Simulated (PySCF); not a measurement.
Cyclohexane, C₆H₁₂.
Numbering: `[CH2:1]1[CH2:2][CH2:3][CH2:4][CH2:5][CH2:6]1` (hydrogens: H7, H8 on C1; H9, H10 on C2; H11, H12 on C3; H13, H14 on C4; H15, H16 on C5; H17, H18 on C6)

The same species was optimised twice, with GFN2-xTB and with PBE0-D3(BJ)/def2-SVP (PySCF), and the same property calculations (PySCF, gas phase) were run on both structures.

```json
{"coordinate": "C1–C6 (Å)", "GFN2-xTB": "1.526", "PBE0-D3(BJ)/def2-SVP": "1.526", "change": "0.000"}
{"coordinate": "C2–C3 (Å)", "GFN2-xTB": "1.526", "PBE0-D3(BJ)/def2-SVP": "1.526", "change": "0.000"}
{"coordinate": "C3–C4 (Å)", "GFN2-xTB": "1.526", "PBE0-D3(BJ)/def2-SVP": "1.526", "change": "0.000"}
{"coordinate": "C5–C6 (Å)", "GFN2-xTB": "1.526", "PBE0-D3(BJ)/def2-SVP": "1.526", "change": "0.000"}
{"coordinate": "C1–C2 (Å)", "GFN2-xTB": "1.526", "PBE0-D3(BJ)/def2-SVP": "1.526", "change": "0.000"}
{"coordinate": "C4–C5 (Å)", "GFN2-xTB": "1.526", "PBE0-D3(BJ)/def2-SVP": "1.526", "change": "0.000"}
{"coordinate": "C1–C2–C3 (°)", "GFN2-xTB": "110.4", "PBE0-D3(BJ)/def2-SVP": "111.6", "change": "+1.2"}
{"coordinate": "C1–C6–C5 (°)", "GFN2-xTB": "110.4", "PBE0-D3(BJ)/def2-SVP": "111.6", "change": "+1.2"}
{"coordinate": "C2–C3–C4 (°)", "GFN2-xTB": "110.5", "PBE0-D3(BJ)/def2-SVP": "111.6", "change": "+1.1"}
{"coordinate": "C3–C4–C5 (°)", "GFN2-xTB": "110.5", "PBE0-D3(BJ)/def2-SVP": "111.6", "change": "+1.1"}
{"coordinate": "C4–C5–C6 (°)", "GFN2-xTB": "110.5", "PBE0-D3(BJ)/def2-SVP": "111.6", "change": "+1.1"}
{"coordinate": "C2–C1–C6 (°)", "GFN2-xTB": "110.5", "PBE0-D3(BJ)/def2-SVP": "111.6", "change": "+1.1"}
```

Rotational constants: A = 4371, B = 4371, C = 2512 MHz (GFN2-xTB) against A = 4328, B = 4326, C = 2471 MHz (PBE0-D3(BJ)/def2-SVP). Point groups within 0.08 Å: D3d and D3d. Atoms that the bonding makes alike are paired by their places after alignment.

On the GFN2-xTB structure: HOMO (eV) -8.30 [PBE0/pcSseg-1]; LUMO (eV) 1.55 [PBE0/pcSseg-1]; GIAO shielding of C1 (×6) (mean) (ppm) 156.0 [PBE0/pcSseg-1].

**Question.** What do these properties become on the PBE0-D3(BJ)/def2-SVP structure?

**Answer.** 
```
                                    property          level  on GFN2-xTB  on PBE0-D3(BJ)/def2-SVP  change
                                   HOMO (eV)  PBE0/pcSseg-1        -8.30                    -8.39   -0.09
                                   LUMO (eV)  PBE0/pcSseg-1         1.55                     1.47   -0.08
energy, GFN2-xTB geometry as zero (kcal/mol)  PBE0/pcSseg-1          0.0                     -0.6    -0.6
      GIAO shielding of C1 (×6) (mean) (ppm)  PBE0/pcSseg-1        156.0                    155.7    -0.3
```

The heavy atoms differ by 0.018 Å rms after alignment (one structure mirrored). Among bonds between heavy atoms C1–C2, C1–C6, C2–C3, C3–C4, C4–C5 and C5–C6 change most and about equally (0.000 Å). Changes are differences of the printed values. Neither structure is proved a minimum here.
